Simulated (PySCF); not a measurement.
**Basis set benchmark on one molecule**

Molecule: SMILES CCF, C$_{2}$H$_{5}$F.

Atoms are numbered as in `[CH3:1][CH2:2][F:3]`. Each H is labelled by its parent atom.

Geometry PBE0-D3(BJ)/def2-SVP throughout; GIAO in PySCF 2.14, gas phase, one conformer, non-relativistic; equivalent atoms averaged; functional PBE0.

Reference values (measured; solution, not stated per compound (mostly CDCl3 or CCl4); Pretsch, Buehlmann, Badertscher, Structure Determination of Organic Compounds, 4th ed. (2009)): δ(C2) = 80.1 ppm, δ(C1) = 15.8 ppm, δ(H(C2)) = 4.55 ppm, δ(H(C1)) = 1.35 ppm. Computed shifts are taken against TMS, calculated as an isolated molecule at each level.

Question: How do the basis sets STO-3G, 6-31G, pcSseg-0, 6-31G*, def2-SVP, cc-pVDZ, pcSseg-1, 6-311+G(2d,p), aug-cc-pVDZ, def2-TZVP, IGLO-III, cc-pVTZ, pcSseg-2 perform against the reference? Times are CPU seconds on shared hosts with different chips, so compare them loosely.

Answer: 
| basis set | functions | C2 | C1 | H(C2) | H(C1) | mean abs. error C | mean abs. error H | core-s |
| --- | --- | --- | --- | --- | --- | --- | --- | --- |
| STO-3G | 20 | 57.7 | 17.5 | 1.98 | 0.87 | 12.0 | 1.52 | 1.6 |
| 6-31G | 37 | 74.6 | 17.7 | 4.55 | 1.39 | 3.7 | 0.02 | 3 |
| pcSseg-0 | 37 | 81.6 | 19.9 | 4.60 | 1.53 | 2.8 | 0.11 | 1.4 |
| 6-31G* | 52 | 74.7 | 17.2 | 4.48 | 1.21 | 3.4 | 0.10 | 3.7 |
| def2-SVP | 67 | 75.1 | 16.4 | 4.20 | 1.11 | 2.8 | 0.29 | 4.4 |
| cc-pVDZ | 67 | 76.1 | 18.2 | 4.30 | 1.15 | 3.2 | 0.23 | 2.3 |
| pcSseg-1 | 76 | 80.0 | 18.2 | 4.44 | 1.29 | 1.2 | 0.08 | 4.8 |
| 6-311+G(2d,p) | 111 | 78.9 | 17.3 | 4.41 | 1.23 | 1.3 | 0.13 | 7.2 |
| aug-cc-pVDZ | 114 | 76.5 | 17.5 | 4.52 | 1.32 | 2.6 | 0.03 | 3.8 |
| def2-TZVP | 123 | 80.8 | 17.8 | 4.38 | 1.21 | 1.4 | 0.16 | 8.8 |
| IGLO-III | 155 | 82.0 | 18.1 | 4.44 | 1.24 | 2.1 | 0.11 | 5.5 |
| cc-pVTZ | 160 | 79.9 | 17.7 | 4.37 | 1.22 | 1.0 | 0.15 | 6.1 |
| pcSseg-2 | 178 | 82.9 | 18.5 | 4.41 | 1.24 | 2.8 | 0.12 | 7.2 |

For $^{13}$C the closest is cc-pVTZ (1.0 ppm, with pcSseg-1 practically level) and the furthest STO-3G (12.0 ppm).

For $^{1}$H the closest is 6-31G (0.02 ppm, with aug-cc-pVDZ practically level) and the furthest STO-3G (1.52 ppm). Where a smaller basis beats a larger one, errors probably cancel; the largest sets show where the functional converges. One molecule is a small sample, and vibrational and solvent effects are absent from the calculation.

A small basis that lands close on one nucleus may do so by chance; judge by the trend and by all nuclei.
